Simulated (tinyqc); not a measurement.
Harmonic frequencies on the UHF/sto-3g surface (energies and gradients from PySCF), for OH+, spin multiplicity 3, step by step. One step of it, computed by the program tinyqc.

Question. Normal modes. Diagonalise H_ij / sqrt(m_i m_j); the 5 smallest eigenvalues belong to translations and rotations; wavenumber = sqrt(eigenvalue / 1822.888) x 219474.63; each mode has its largest component positive (the first on a tie); zero-point energy = sum of wavenumbers / 2, with 349.755 1/cm per kcal/mol.

Hessian (symmetrised) (hartree/bohr^2), order 1Ox, 1Oy, 1Oz, 2Hx, 2Hy, 2Hz:
$$\begin{pmatrix}
0.00000548 & 0.00000000 & 0.00000000 & -0.00000548 & 0.00000000 & 0.00000000 \\
0.00000000 & 0.00000548 & 0.00000000 & 0.00000000 & -0.00000548 & 0.00000000 \\
0.00000000 & 0.00000000 & 0.42401646 & 0.00000000 & 0.00000000 & -0.42401646 \\
-0.00000548 & 0.00000000 & 0.00000000 & 0.00000548 & 0.00000000 & 0.00000000 \\
0.00000000 & -0.00000548 & 0.00000000 & 0.00000000 & 0.00000548 & 0.00000000 \\
0.00000000 & 0.00000000 & -0.42401646 & 0.00000000 & 0.00000000 & 0.42401646
\end{pmatrix}$$

masses (u): 1O 15.994915, 2H 1.007825

Give: eigenvalues of the mass-weighted Hessian; harmonic wavenumbers of the vibrations; mass-weighted modes; zero-point energy.

Answer.

eigenvalues of the mass-weighted Hessian (hartree/(bohr^2 u)): [0.0000, 0.0000, 0.0000, 0.0000, 0.0000, 0.4472]

harmonic wavenumbers of the vibrations (1/cm): [3437.7]

mass-weighted modes, order 1Ox, 1Oy, 1Oz, 2Hx, 2Hy, 2Hz:
$$\begin{pmatrix}
0.0000 \\
0.0000 \\
-0.2435 \\
0.0000 \\
0.0000 \\
0.9699
\end{pmatrix}$$

zero-point energy = 4.9145 kcal/mol
